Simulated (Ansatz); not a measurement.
Cubic perovskite CsSnBr3 was calculated with PBEsol-D3(BJ) (PAW; Ansatz, a first-principles code).

Excerpt of the program's output:

```
Crystal: 5 atoms, lattice volume = 195.230 Å³
Basis set: ecut = 520 eV, 5257 PW (Γ), exchange–correlation on 90×90×90 points (8 copies of the dense FFT grid, shifted against one another)
Bands: 27, of which v1, the nominal top of the filled ones, is band 22 counted from 1 (21 counted from 0)
Symmetry: 48 space group operations
Space group: Pm-3m (ITA 221), of the structure as read, at distance tolerance 5.8e-5 Å
k-points: 20 of 216
Functional: x = pbesol(κ = 0.804, μ = 0.12345679012345678), c = pbesol(β = 0.046)
SCF iter   1: F=—  HF=-19752.103354 eV  |F-HF|=—  |Δ(HF+E_count)|=         —  Δρ=1.55e-3  dr2=7.43e-3
SCF iter   2: F=—  HF=-19752.102166 eV  |F-HF|=—  |Δ(HF+E_count)|=   1.19e-3  Δρ=8.55e-4  dr2=2.65e-3
  ...
SCF iter   7: F=—  HF=-19752.101806 eV  |F-HF|=—  |Δ(HF+E_count)|=   2.05e-7  Δρ=2.31e-6  dr2=9.14e-9
SCF iter   8: F=-19752.101806 eV  HF=-19752.101806 eV  |F-HF|=7.20e-10  |Δ(HF+E_count)|=   7.81e-9  Δρ=3.35e-7  dr2=2.69e-10
SCF 1 converged in 8 iterations: F = -19752.101806 eV  dr2 = 2.69e-10
SCF converged after 8 iterations
Free energy (F): -19752.101806 eV
Internal energy: -19752.101806 eV  (E = F + TS)
E sigma→0 (E₀):  -19752.101806 eV
Fermi energy:    4.869947 eV
--- Stress (GPa, compression-positive) ---
       -1.252372       0.000000      -0.000000
        0.000000      -1.252372       0.000000
        0.000000       0.000000      -1.252372
  P = ⅓ Tr σ = -1.2524 GPa (-12.524 kbar)
```

Write an input file that could have produced this run (the log leaves some choices open).

One answer among several that fit: 
Ansatz 0.2 input:
```yaml
crystal:
  lattice:
    - [5.8011658961, 0.0, 0.0]
    - [0.0, 5.8011658961, 0.0]
    - [0.0, 0.0, 5.8011658961]
  atoms:
    - { symbol: Cs, position: [0.0, 0.0, 0.0] }
    - { symbol: Sn, position: [0.5, 0.5, 0.5] }
    - { symbol: Br, position: [0.5, 0.0, 0.5] }
    - { symbol: Br, position: [0.0, 0.5, 0.5] }
    - { symbol: Br, position: [0.5, 0.5, 0.0] }
basis:
  ecutwfc: 520
  ecutrho_ratio: 4
  xc_grid: 2
kpoints:
  mp_grid: { grid: [6, 6, 6] }
hamiltonian:
  xc: pbesol
  dispersion: d3bj
  pseudopotentials: { kind: paw }
scf:
  occupations: { method: fermi_dirac, width: 0.01 }
  convergence: { dr2_threshold: 0.0000000005 }
output:
  forces: true
  stress: true
  eigenvalues: true
```

The cell is one volume of an energy–volume scan, off the minimum.

The PAW data were made under PBE.

The result took very roughly 13 core-seconds.
